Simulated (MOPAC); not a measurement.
MOPAC input (PM7):

```
PM7 FORCE THERMO(298,298) PRECISE LET UHF MS=0.5 GEO-OK AUX(PRECISION=9) THREADS=1
C3H7

C     0.00239364 1    0.11724254 1    0.58404323 1
C     0.00776510 1    1.24630149 1   -0.35696922 1
C    -0.00872165 1   -1.20157117 1   -0.20519537 1
H    -0.88087937 1    0.15692528 1    1.25564038 1
H     0.88769315 1    0.14368351 1    1.25316806 1
H    -0.01431667 1   -2.06363117 1    0.46949423 1
H     0.92089285 1    1.66898254 1   -0.70386217 1
H    -0.90137070 1    1.64736897 1   -0.73860048 1
H    -0.89378740 1   -1.27210484 1   -0.84730311 1
H     0.87378249 1   -1.28525088 1   -0.84930822 1
```

From the last part of the output:

```
     H   10   0.007659   0.004562   0.467484   4.223667

          HEAT OF FORMATION =      11.930086 KCALS/MOLE

          ZERO POINT ENERGY      51.892 KCAL/MOL

           NORMAL COORDINATE ANALYSIS (Total motion = 1 Angstrom)

   Root No.       1         2         3         4         5         6         7         8

                 1 A"      2 A"      1 A'      3 A"      2 A'      4 A"      3 A'      4 A'

                 109.2     286.1     389.5     835.8     865.9     962.2    1002.9    1088.6

           1    0.0001   -0.0001   -0.0396   -0.0001    0.0036    0.0001   -0.0122   -0.0195
           2    0.0002   -0.0002   -0.0583   -0.0002   -0.0085   -0.0000   -0.0151    0.1493
           3   -0.0292    0.0175   -0.0003    0.0320    0.0001   -0.0040   -0.0001    0.0004
           4   -0.0001   -0.0001   -0.0406    0.0000    0.0082   -0.0000    0.0464   -0.0113
           5   -0.0001    0.0002    0.0696    0.0001   -0.0811    0.0000   -0.0092   -0.0199
           6    0.0221    0.0050    0.0001    0.0067   -0.0005    0.0278    0.0001   -0.0002
           7   -0.0000    0.0002    0.0664   -0.0001   -0.0013   -0.0001   -0.0669    0.0183
           8   -0.0000    0.0000   -0.0214   -0.0001    0.0246    0.0000    0.0139   -0.1403
           9    0.0055   -0.0181    0.0001    0.0055    0.0001   -0.0255   -0.0001   -0.0003
          10   -0.0229   -0.0109   -0.0353   -0.0938   -0.0261   -0.0838    0.0339    0.0127
          11   -0.0274    0.0155   -0.0533   -0.1408    0.0168    0.0696   -0.0356    0.0704
          12   -0.0558    0.0195   -0.0017   -0.1194   -0.0003    0.0008   -0.0014   -0.0023
          13    0.0233    0.0106   -0.0358    0.0948   -0.0261    0.0841    0.0339    0.0132
          14    0.0281   -0.0160   -0.0538    0.1421    0.0168   -0.0698   -0.0356    0.0715
          15   -0.0553    0.0194    0.0017   -0.1171    0.0006    0.0005    0.0012    0.0016
          16   -0.0008   -0.0001    0.0726    0.0001   -0.0053   -0.0003   -0.0299    0.0176
          17   -0.0014   -0.0002    0.0846    0.0001   -0.0261   -0.0007    0.3546    0.0801
          18    0.2327    0.0485    0.0009   -0.0471   -0.0003    0.0592    0.0020    0.0007
          19    0.0321   -0.0103   -0.0425   -0.1121    0.0002   -0.1489    0.0457   -0.0296
          20   -0.0554    0.3360    0.1259   -0.0150    0.3503   -0.0051    0.0104    0.0764
          21    0.0426   -0.0048   -0.0036   -0.0716   -0.0082   -0.0788    0.0023   -0.0105
          22   -0.0324    0.0102   -0.0421    0.1127    0.0002    0.1496    0.0457   -0.0302
          23    0.0549   -0.3353    0.1279    0.0159    0.3505    0.0067    0.0104    0.0751
          24    0.0430   -0.0086    0.0042   -0.0706    0.0123   -0.0777   -0.0020    0.0114
          25    0.1855    0.0550    0.1240   -0.0309   -0.0339    0.0492    0.1306    0.0825
          26    0.0431    0.0392   -0.0554    0.0970    0.0333   -0.1452   -0.0896   -0.1221
          27   -0.0933   -0.0631    0.0001   -0.0498    0.0021    0.0583   -0.0042   -0.0045
          28   -0.1848   -0.0542    0.1237    0.0310   -0.0339   -0.0500    0.1306    0.0829
          29   -0.0420   -0.0387   -0.0557   -0.0965    0.0328    0.1443   -0.0896   -0.1212
          30   -0.0950   -0.0639   -0.0003   -0.0508   -0.0024    0.0596    0.0040    0.0052

   Root No.       9        10        11        12        13        14        15        16

                 5 A"      6 A"      5 A'      7 A"      6 A'      7 A'      8 A'      9 A'

                1159.5    1198.4    1265.7    1295.4    1299.6    1312.5    1355.0    1390.2

           1   -0.0003    0.0001   -0.0676   -0.0000   -0.0148    0.0242    0.0691   -0.0028
           2   -0.0004   -0.0000   -0.0034    0.0000   -0.0028   -0.0283    0.0139    0.0026
           3    0.0647   -0.0034   -0.0001   -0.0025   -0.0000   -0.0002    0.0002   -0.0004
           4    0.0001   -0.0000    0.0839   -0.0000    0.0187   -0.0124   -0.0270   -0.0497
           5    0.0001    0.0000    0.0120   -0.0001    0.0021    0.0056    0.0035   -0.0023
           6   -0.0376    0.0313    0.0001    0.0008   -0.0000   -0.0001   -0.0001   -0.0002
           7    0.0002   -0.0001    0.0214    0.0002   -0.0282   -0.0146   -0.0190    0.0063
           8    0.0003    0.0000   -0.0116    0.0003   -0.0157    0.0012    0.0140   -0.0120
           9   -0.0393   -0.0290    0.0001   -0.0401   -0.0002    0.0001    0.0001    0.0003
          10   -0.0664    0.2582   -0.2072    0.0056   -0.0594   -0.0552   -0.2066    0.0123
          11   -0.0970   -0.1788    0.0469   -0.0007    0.0215    0.2535   -0.0658   -0.0190
          12   -0.0453    0.0098   -0.0472   -0.0030   -0.0074    0.1335   -0.1683    0.0021
          13    0.0665   -0.2580   -0.2078   -0.0058   -0.0596   -0.0543   -0.2076    0.0127
          14    0.0977    0.1785    0.0462    0.0008    0.0214    0.2553   -0.0676   -0.0179
          15   -0.0437    0.0102    0.0468   -0.0030    0.0075   -0.1312    0.1658   -0.0038
          16   -0.0001   -0.0002    0.0046   -0.0013   -0.0190   -0.0094   -0.0104    0.0069
          17   -0.0001   -0.0003   -0.0060   -0.0023   -0.1527   -0.0497   -0.0471    0.0595
          18    0.0465    0.0064    0.0002    0.4178   -0.0008   -0.0002   -0.0003    0.0004
          19    0.1222   -0.0707    0.0795   -0.0021    0.0215    0.0251    0.0086    0.2909
          20   -0.0075    0.0088   -0.0128   -0.0002    0.0009   -0.0000    0.0019    0.0113
          21    0.0527   -0.0178    0.0057   -0.0010    0.0032    0.0199    0.0141    0.2031
          22   -0.1226    0.0710    0.0799    0.0021    0.0217    0.0251    0.0085    0.2918
          23    0.0065   -0.0080   -0.0125    0.0000    0.0010   -0.0001    0.0018    0.0126
          24    0.0519   -0.0174   -0.0059   -0.0010   -0.0033   -0.0197   -0.0139   -0.2007
          25    0.0451    0.0250   -0.0992   -0.2499    0.1927    0.0508    0.0666   -0.0325
          26   -0.1335   -0.0726   -0.0127    0.0598    0.1526   -0.1016   -0.0990    0.0458
          27    0.0408    0.0105    0.0431    0.0432   -0.1798    0.0329    0.0357   -0.0175
          28   -0.0451   -0.0255   -0.0994    0.2496    0.1914    0.0511    0.0669   -0.0322
          29    0.1331    0.0723   -0.0123   -0.0603    0.1504   -0.1009   -0.0983    0.0466
          30    0.0420    0.0111   -0.0440    0.0441    0.1828   -0.0333   -0.0361    0.0193

   Root No.      17        18        19        20        21        22        23        24

                10 A'      8 A"     11 A'      9 A"     12 A'     10 A"     13 A'     14 A'

                1398.3    2657.0    2679.9    2686.1    2739.9    2745.4    2782.7    2793.1

           1    0.0434    0.0001   -0.0001    0.0000   -0.0186   -0.0000   -0.0011    0.0055
           2   -0.0187    0.0002    0.0022    0.0001   -0.0235   -0.0002    0.0060    0.0041
           3    0.0000   -0.0314    0.0002   -0.0170   -0.0005   -0.0101   -0.0001   -0.0006
           4   -0.0115   -0.0000    0.0010   -0.0000   -0.0003    0.0002   -0.0042    0.0279
           5    0.0042   -0.0001   -0.0001   -0.0001   -0.0014    0.0005    0.0002   -0.0003
           6    0.0001    0.0043   -0.0000    0.0045    0.0005   -0.0498    0.0001    0.0001
           7    0.0043   -0.0000   -0.0421    0.0001   -0.0050   -0.0002   -0.0059   -0.0005
           8   -0.0369   -0.0001   -0.0141    0.0002   -0.0040   -0.0002    0.0188    0.0044
           9   -0.0003    0.0154   -0.0003   -0.0348    0.0002   -0.0032    0.0001    0.0005
          10   -0.0810   -0.1127   -0.0177   -0.0531    0.1366   -0.0288   -0.0082   -0.0231
          11    0.0581   -0.1469   -0.0204   -0.0728    0.1794   -0.0345   -0.0127   -0.0284
          12   -0.0045    0.2127    0.0368    0.1021   -0.2963    0.0509    0.0189    0.0433
          13   -0.0809    0.1112   -0.0176    0.0524    0.1348    0.0310   -0.0079   -0.0219
          14    0.0581    0.1445   -0.0204    0.0716    0.1763    0.0363   -0.0123   -0.0261
          15    0.0046    0.2152   -0.0366    0.1033    0.2970    0.0561   -0.0195   -0.0462
          16    0.0149   -0.0000    0.4274    0.0002    0.0828    0.0002    0.2618    0.0440
          17    0.2320   -0.0000   -0.0305    0.0001   -0.0048   -0.0004   -0.0063    0.0002
          18    0.0013    0.0092    0.0013   -0.0179    0.0001   -0.0014    0.0007    0.0002
          19   -0.0510    0.0256    0.0013    0.0231   -0.0266   -0.2169    0.0310   -0.1814
          20   -0.0045    0.0002   -0.0000   -0.0001    0.0005    0.0026   -0.0002    0.0033
          21   -0.0275   -0.0387   -0.0026   -0.0340    0.0485    0.3084   -0.0510    0.3002
          22   -0.0513   -0.0254    0.0016   -0.0229   -0.0298    0.2155    0.0305   -0.1794
          23   -0.0048    0.0002    0.0003    0.0004    0.0002   -0.0055   -0.0010    0.0052
          24    0.0273   -0.0390    0.0026   -0.0342   -0.0522    0.3104    0.0516   -0.2996
          25   -0.0915   -0.0467    0.0471    0.0922   -0.0065    0.0058   -0.0869   -0.0154
          26    0.1376   -0.0741    0.1056    0.1528   -0.0036    0.0117   -0.1314   -0.0265
          27   -0.0647   -0.1108    0.1791    0.2230   -0.0072    0.0142   -0.2192   -0.0407
          28   -0.0918    0.0475    0.0482   -0.0936   -0.0058   -0.0065   -0.0881   -0.0149
          29    0.1368    0.0754    0.1075   -0.1553   -0.0026   -0.0120   -0.1338   -0.0254
          30    0.0656   -0.1096   -0.1782    0.2205    0.0081    0.0140    0.2173    0.0426

           MASS-WEIGHTED COORDINATE ANALYSIS (NORMAL COORDINATES)

   Root No.       1         2         3         4         5         6         7         8

                 1 A"      2 A"      1 A'      3 A"      2 A'      4 A"      3 A'      4 A'

                 109.2     286.1     389.5     835.8     865.9     962.2    1002.9    1088.6

           1    0.0008   -0.0008   -0.2547   -0.0005    0.0212    0.0008   -0.0808   -0.0878
           2    0.0014   -0.0016   -0.3752   -0.0019   -0.0501   -0.0002   -0.1000    0.6715
           3   -0.2369    0.1200   -0.0018    0.2738    0.0005   -0.0355   -0.0009    0.0020
           4   -0.0006   -0.0004   -0.2613    0.0002    0.0483   -0.0001    0.3064   -0.0510
           5   -0.0012    0.0010    0.4479    0.0009   -0.4801    0.0001   -0.0611   -0.0897
           6    0.1792    0.0341    0.0006    0.0572   -0.0027    0.2432    0.0006   -0.0010
           7   -0.0001    0.0010    0.4271   -0.0009   -0.0076   -0.0005   -0.4422    0.0824
           8   -0.0002    0.0003   -0.1375   -0.0010    0.1457    0.0002    0.0918   -0.6311
           9    0.0448   -0.1237    0.0005    0.0471    0.0004   -0.2239   -0.0008   -0.0016
          10   -0.0539   -0.0215   -0.0657   -0.2326   -0.0447   -0.2128    0.0650    0.0166
          11   -0.0645    0.0307   -0.0994   -0.3492    0.0288    0.1768   -0.0681    0.0918
          12   -0.1312    0.0387   -0.0031   -0.2961   -0.0006    0.0019   -0.0026   -0.0030
          13    0.0548    0.0211   -0.0668    0.2351   -0.0447    0.2135    0.0650    0.0171
          14    0.0661   -0.0317   -0.1003    0.3523    0.0288   -0.1773   -0.0681    0.0932
          15   -0.1301    0.0385    0.0032   -0.2904    0.0009    0.0013    0.0022    0.0021
          16   -0.0018   -0.0001    0.1354    0.0002   -0.0090   -0.0009   -0.0573    0.0229
          17   -0.0032   -0.0004    0.1577    0.0003   -0.0448   -0.0017    0.6788    0.1044
          18    0.5470    0.0961    0.0016   -0.1167   -0.0005    0.1502    0.0039    0.0009
          19    0.0756   -0.0205   -0.0791   -0.2780    0.0003   -0.3781    0.0875   -0.0385
          20   -0.1302    0.6662    0.2346   -0.0373    0.6004   -0.0128    0.0200    0.0996
          21    0.1001   -0.0094   -0.0066   -0.1775   -0.0141   -0.2000    0.0045   -0.0137
          22   -0.0763    0.0203   -0.0785    0.2794    0.0004    0.3798    0.0876   -0.0393
          23    0.1290   -0.6648    0.2383    0.0395    0.6007    0.0171    0.0200    0.0979
```
